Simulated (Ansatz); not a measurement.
# BO+ (triplet): the correlation ladder, def2-QZVPP

The task here is to estimate one member of a computed series from the others.

Computed with Ansatz 0.2.0, Gaussian basis. Level: def2-QZVPP, core rule «outside noble gas», up to 2 orbitals frozen.

Plan: UHF; ROHF; CCSD(T) on UHF.

## What is computed

The geometry is a PBE0/def2-TZVP stationary point (not a proven minimum) of the parent state, kept for this charge and spin.

2 atoms, charge 1, spin multiplicity 3.

Atoms are counted from 1 here; the program's logs count them from 0.

Bond lengths: B1–O2 1.403 Å.

Set-up of the first run:

The input, in.yaml:

```yaml
crystal:
  periodic: [false, false, false]
  atoms:
    - {symbol: B, position_ang: [0.000000, 0.000000, 0.000000]}
    - {symbol: O, position_ang: [0.000000, 0.000000, 1.403204]}
basis:
  gaussian: {orbitals: "def2-QZVPP.json"}
total_charge: 1
magnetization: {spin_polarized: true, initial_magnetization: 2}
hamiltonian: {xc: hf}
output: {orbitals: {seedname: orbitals}}
```

The run is started by

```console
> ansatz run in.yaml --threads 1 --pin off --events-out ev --progress --plain --max-ram 2393MiB
```

Among the steps run: UHF; ROHF; CCSD(T) on UHF.

One table of the session follows, with a row left open; its other results are not shown here.

```
  method  from UCCSD(T) (kJ/mol)
    ROHF                  +707.4
     UHF                  +693.9
    UMP2                       ?
   UCCSD                   +28.9
UCCSD(T)                       0
```

Estimate the missing values for UMP2.

The run gave: from UCCSD(T) (kJ/mol): +65.0. In the column «from UCCSD(T) (kJ/mol)» it lies between UCCSD (+28.9) and UHF (+693.9).
